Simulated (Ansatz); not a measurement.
Task: a short molecular-dynamics run of C₂HN, SMILES [CH]C#N, with the Ansatz DFT code, driven from Python. Give the script and its output. Settings: B3LYP, 6-31G* basis, multiplicity 3.

```yaml
atoms:
  - { symbol: C, position_ang: [-0.8654, 0.4233, 0.0444] }
  - { symbol: C, position_ang: [0.5295, 0.0979, -0.2538] }
  - { symbol: N, position_ang: [1.6327, -0.1594, -0.4897] }
  - { symbol: H, position_ang: [-1.2968, -0.3618, 0.6990] }
```

Script `md_c2hn.py`:
```python
# -*- coding: utf-8 -*-
import logging
import sys
import warnings

import ansatz
import numpy as np

logging.basicConfig(stream=sys.stdout, format="[%(levelname)s] %(message)s")
logger = logging.getLogger("c2hn")
logger.setLevel(logging.INFO)


def main():
    warnings.simplefilter("ignore", ansatz.DeckWarning)

    geometry_ang = [
        ("C", (-0.8654, 0.4233, 0.0444)),
        ("C", (0.5295, 0.0979, -0.2538)),
        ("N", (1.6327, -0.1594, -0.4897)),
        ("H", (-1.2968, -0.3618, 0.699)),
    ]
    mol = ansatz.Crystal.molecule()
    for symbol, xyz in geometry_ang:
        mol = mol.atom(symbol, xyz)

    job = (
        mol.calculation()
        .basis(gaussian="6-31G*")
        .functional("b3lyp")
        .spin("collinear", total=2)
        .md("nve", timestep=0.5, steps=20, temperature=800, initial_velocities="maxwell_boltzmann", seed=82)
    )
    frames = []
    job.session().plan().execute(on_event=lambda e: frames.append(e["data"]) if e["event"] == "md_step" else None)
    logger.info("t (fs)   E_pot (eV)      E_kin (eV)   T (K)   d(0-1) (A)")
    for f in frames[::2]:
        xyz = np.array(f["positions_ang"])
        logger.info(f"{f['time_fs']:6.2f} {f['lagrangian_ev']:14.5f} {f['e_kin_ev']:10.5f} {f['temperature_k']:8.1f} {np.linalg.norm(xyz[0] - xyz[1]):9.4f}")
    kept = np.array([f["conserved_ev"] for f in frames])
    logger.info(f"conserved energy moves by at most {1000 * np.ptp(kept):.3f} meV")


if __name__ == "__main__":
    main()
```

`python md_c2hn.py` gives:
```text
[INFO] t (fs)   E_pot (eV)      E_kin (eV)   T (K)   d(0-1) (A)
[INFO]   0.00    -3575.48187    0.20682    800.0    1.4631
[INFO]   1.00    -3575.45934    0.18415    712.3    1.4698
[INFO]   2.00    -3575.47236    0.19696    761.9    1.4701
[INFO]   3.00    -3575.50688    0.23131    894.7    1.4647
[INFO]   4.00    -3575.55177    0.27619   1068.4    1.4549
[INFO]   5.00    -3575.60479    0.32935   1274.0    1.4413
[INFO]   6.00    -3575.67219    0.39685   1535.1    1.4249
[INFO]   7.00    -3575.75768    0.48215   1865.1    1.4062
[INFO]   8.00    -3575.85049    0.57459   2222.6    1.3859
[INFO]   9.00    -3575.93203    0.65592   2537.2    1.3647
[INFO]  10.00    -3575.99317    0.71707   2773.8    1.3436
[INFO] conserved energy moves by at most 1.077 meV
```

Notes:
- Total energies depend on the basis set; only differences at equal settings carry meaning.
- The trajectory is only some femtoseconds long, so its temperature is not equilibrated; where the script doesn't relax first, it starts from a rough generated geometry.
- The species is open-shell (spin multiplicity 3).
- b3lyp holds the VWN-RPA fit, as in Gaussian; the form of ORCA and Turbomole is b3lyp5.
- The temperature counts the internal degrees of freedom alone.
- Finished in 29 s on 1 thread of Arm Neoverse V1, with other jobs on the host, peak memory 0.18 GiB.

(A comment or docstring line of the script was reworded after the run, the code is as it ran; lines on the test bed's own set-up are left out of the output.)
